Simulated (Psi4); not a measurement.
# C2H4Si (ethynylsilane) at HF/STO-3G

What is the vertical ionisation energy of C2H4Si (ethynylsilane) at HF/STO-3G? 

Program for the calculation: Psi4 1.11.

### Step 1. Starting point

The species is C2H4Si (7 atoms), meant as a singlet with charge 0. SMILES: `C#C[SiH3]`. The coordinates come from a PBE0-D4/def2-TZVP relaxation.

Bond lengths: C1–C2 1.206 Å, C2–Si3 1.823 Å, C1–H4 1.066 Å, Si3–H5 1.483 Å, Si3–H6 1.483 Å, Si3–H7 1.483 Å. Angles: C1–C2–Si3 180.0°, C2–C1–H4 180.0°, C2–Si3–H5 109.3°, C2–Si3–H6 109.3°, C2–Si3–H7 109.3°, H5–Si3–H6 109.6°, H5–Si3–H7 109.6°, H6–Si3–H7 109.6°.

### Step 2. Energy and forces at HF/STO-3G

Input file job.py:

```python
import psi4

psi4.set_memory(1600000000)
psi4.set_num_threads(1)
psi4.set_output_file('psi4.out', False)

mol = psi4.geometry("""
C     -0.580700    -1.871400     0.172200
C     -0.218500    -0.726500     0.062400
Si     0.329800     1.004300    -0.103800
H     -0.901000    -2.883500     0.269300
H     -0.094500     1.528300    -1.425000
H     -0.281700     1.818100     0.974900
H      1.807900     1.062900     0.004400
symmetry c1
""")

psi4.set_options({
    'basis': 'STO-3G',
    'reference': 'rhf',
    'puream': True,
    'e_convergence': 1e-09,
    'd_convergence': 1e-08,
    'scf_type': 'pk',
})

E, wfn = psi4.gradient("hf", molecule=mol, return_wfn=True)
psi4.oeprop(wfn, "MAYER_INDICES", "DIPOLE", "LOWDIN_CHARGES", title="HF")
print('gradient / Eh bohr^-1')
print(E.np.round(6))
print(f'energy = {wfn.energy():.10f} Eh')
```

Run with:

```bash
$ python job.py
```

psi4.out:

```text
[...]
  Running in c1 symmetry.
[...]
  Nuclear repulsion =   83.047890735857266
[...]
  Multiplicity = 1
[...]
  Nalpha       = 15
  Nbeta        = 15
[...]
    Number of basis functions: 23
[...]
   @RHF iter   1:  -362.64904699974039   -2.53735e+00   3.66995e-03 ADIIS/DIIS
[...]
   @RHF iter   9:  -362.65477818857926   -3.41061e-13   2.88734e-09 DIIS
[...]
    Orbital Energies [Eh]
    ---------------------
    Doubly Occupied:
       1A    -68.009055     2A    -10.971580     3A    -10.938840
       4A     -5.986527     5A     -4.012174     6A     -4.012024
       7A     -4.012024     8A     -0.931622     9A     -0.725180
      10A     -0.637872    11A     -0.470986    12A     -0.443375
      13A     -0.443350    14A     -0.322275    15A     -0.322272
[...]
  @RHF Final Energy:  -362.65477818857926
   => Energetics <=
    Nuclear Repulsion Energy =             83.0478907358572656
    One-Electron Energy =                -666.9270276970173654
    Two-Electron Energy =                 221.2243587725808425
    Total Energy =                       -362.6547781885793142
[...]
  -Total Gradient:
     Atom            X                  Y                   Z
    ------   -----------------  -----------------  -----------------
       1       -0.026953342192    -0.085246460892     0.008170968362
       2        0.025432189424     0.080478894586    -0.007713245012
       3       -0.008029150089    -0.025419261361     0.002496362341
       4        0.000130960588     0.000416097209    -0.000039379885
       5       -0.009061984634     0.011183605240    -0.028205707280
       6       -0.013036674852     0.017340565542     0.022985947368
       7        0.031518001756     0.001246559673     0.002305054105
[...]
 Multipole Moments:
 ------------------------------------------------------------------------------------
     Multipole            Electronic (a.u.)      Nuclear  (a.u.)        Total (a.u.)
 ------------------------------------------------------------------------------------
 L = 1.  Multiply by 2.5417464519 to convert [e a0] to [Debye]
 Dipole X            :         -0.4418259            0.4931733            0.0513474
 Dipole Y            :         -1.3942957            1.5559807            0.1616850
 Dipole Z            :          0.1342020           -0.1496803           -0.0154783
 Magnitude           :                                                    0.1703472
[...]
```

The script printed:

```text
gradient / Eh bohr^-1
[[-2.6953e-02 -8.5246e-02  8.1710e-03]
 [ 2.5432e-02  8.0479e-02 -7.7130e-03]
 [-8.0290e-03 -2.5419e-02  2.4960e-03]
 [ 1.3100e-04  4.1600e-04 -3.9000e-05]
 [-9.0620e-03  1.1184e-02 -2.8206e-02]
 [-1.3037e-02  1.7341e-02  2.2986e-02]
 [ 3.1518e-02  1.2470e-03  2.3050e-03]]
energy = -362.6547781886 Eh
```

Run time: 1.9 s. Hardware: 1 thread of AMD EPYC 7R43 (Zen 3), shared host; peak memory 0.18 GiB.

### Step 3. The doublet cation at the same level

Input file input.inp:

```
memory 1600 mb

molecule geom {
  1 2
  C     -0.580700    -1.871400     0.172200
  C     -0.218500    -0.726500     0.062400
  Si     0.329800     1.004300    -0.103800
  H     -0.901000    -2.883500     0.269300
  H     -0.094500     1.528300    -1.425000
  H     -0.281700     1.818100     0.974900
  H      1.807900     1.062900     0.004400
  symmetry c1
}

set {
  basis STO-3G
  reference uhf
  puream true
  e_convergence 1e-09
  d_convergence 1e-08
  scf_type pk
  maxiter 100
}

e, wfn = gradient('hf', return_wfn=True)
oeprop(wfn, 'LOWDIN_CHARGES', 'MAYER_INDICES', 'DIPOLE', title='HF')
print_variables()
```

Run with:

```bash
$ psi4 -i input.inp -o input.out -n 1
```

input.out:

```text
[...]
  Running in c1 symmetry.
[...]
  Nuclear repulsion =   83.047890735857266
[...]
  Multiplicity = 2
[...]
  Nalpha       = 15
  Nbeta        = 14
[...]
    Number of basis functions: 23
[...]
   @UHF iter   1:  -362.32490952573983   -2.21321e+00   8.20780e-03 DIIS/ADIIS
[...]
   @UHF iter  19:  -362.36981750338634   -1.19371e-12   5.71514e-09 DIIS
[...]
   @S^2 Observed:                7.582184869E-01
[...]
    Orbital Energies [Eh]
    ---------------------
    Alpha Occupied:
       1A    -68.243358     2A    -11.442204     3A    -11.404644
       4A     -6.219739     5A     -4.245138     6A     -4.244756
       7A     -4.244742     8A     -1.373661     9A     -1.033801
      10A     -0.957384    11A     -0.776544    12A     -0.763744
      13A     -0.736699    14A     -0.636515    15A     -0.627855
    Alpha Virtual:
      16A     -0.034311    17A      0.003632    18A      0.182644
      19A      0.315820    20A      0.334590    21A      0.354150
      22A      0.361025    23A      0.988029
[...]
  @UHF Final Energy:  -362.36981750338634
   => Energetics <=
    Nuclear Repulsion Energy =             83.0478907358572656
    One-Electron Energy =                -657.8951614699503807
    Two-Electron Energy =                 212.4774532307068569
    Total Energy =                       -362.3698175033863436
  UHF NO Occupations:
  HONO-2 :   13  A 1.9988559
  HONO-1 :   14  A 1.9975844
[...]
  -Total Gradient:
     Atom            X                  Y                   Z
    ------   -----------------  -----------------  -----------------
       1        0.026235289209     0.082812571374    -0.007886057230
       2       -0.024050386308    -0.077113420234     0.008995669485
       3       -0.028958302817    -0.088072562401     0.003743581986
       4        0.007647546236     0.024216918481    -0.002356005690
       5       -0.003467803671     0.021053852725    -0.023450513034
       6       -0.007607025142     0.025254130432     0.019299436232
       7        0.030200682492     0.011848509621     0.001653888248
[...]
 Multipole Moments:
 ------------------------------------------------------------------------------------
     Multipole            Electronic (a.u.)      Nuclear  (a.u.)        Total (a.u.)
 ------------------------------------------------------------------------------------
 L = 1.  Multiply by 2.5417464519 to convert [e a0] to [Debye]
 Dipole X            :         -0.9616476            0.4931733           -0.4684743
 Dipole Y            :         -3.0132884            1.5559807           -1.4573078
 Dipole Z            :          0.2577864           -0.1496803            0.1081060
 Magnitude           :                                                    1.5345687
[...]
```

Run time: 1.9 s. Hardware: 1 thread of AMD EPYC 7R43 (Zen 3), shared host; peak memory 0.18 GiB.

### Step 4. Outcome

At HF/STO-3G:

```
                                          quantity          value
                      singlet C2H4Si: total energy  -362.65478 Eh
                     singlet C2H4Si: dipole moment         0.43 D
                       singlet C2H4Si: HOMO energy       -8.77 eV
                       singlet C2H4Si: LUMO energy       10.28 eV
                     singlet C2H4Si: HOMO–LUMO gap       19.05 eV
          singlet C2H4Si: largest force on an atom     4.617 eV/Å
                      doublet cation: total energy  -362.36982 Eh
doublet cation: HOMO energy (highest over α and β)      -16.92 eV
 doublet cation: LUMO energy (lowest over α and β)       -6.73 eV
                              doublet cation: ⟨S²⟩          0.758
          doublet cation: largest force on an atom     4.771 eV/Å
vertical ionisation energy (to the doublet cation)       7.754 eV
```

In words: The vertical ionisation energy comes to 7.75 eV (179 kcal/mol). The largest force (singlet C2H4Si) is 4.62 eV/Å: the shape isn't a stationary point for this species at this level. The negative HOMO energy of the first species, 8.77 eV, lies 1.02 eV above that difference. In a minimal basis such a difference can be off by several eV, whatever the method.
